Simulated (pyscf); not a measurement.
`[F][Cd][F]` + `[SiH4]` → `[F][CdH]` + `[F][SiH3]`, a four-centre exchange (singlet surface; Cd–F, H–Si broken, Cd–H, F–Si formed). Optimised with ωB97X-D3(BJ)/def2-SVP in PySCF. Energies in eV from the separated reactants.

Small-basis levels: PySCF, no dispersion term, spherical d functions. 

Q: Quick BP86/6-31G*+LANL2DZ single points give ΔE‡ = -0.07 eV and ΔE = -0.60 eV. What does ωB97M-D3(BJ)/def2-TZVP give, and how far is the quick result from it?

A: ωB97M-D3(BJ)/def2-TZVP gives ΔE‡ = 0.02 eV and ΔE = -1.31 eV. BP86/6-31G*+LANL2DZ lies 0.09 eV under it in the barrier and 0.70 eV over it in the reaction energy, so on this step it does not hold to within 0.13 eV. At BP86/6-31G*+LANL2DZ this geometry lies under one side, so its ΔE‡ may be no barrier of that level. ωB97M-D3(BJ)/def2-TZVP has limits of its own. On the reactant side the descent ends in a complex, 0.26 eV under the separated species and 0.19 eV under the saddle at ωB97X-D3(BJ)/def2-TZVP. At ωB97X-D3(BJ)/def2-TZVP the barrier from the zero used here is -0.07 eV. One saddle was located; it need not be the lowest between these sides. In the def2 sets elements past Kr carry core potentials, without spin-orbit coupling.
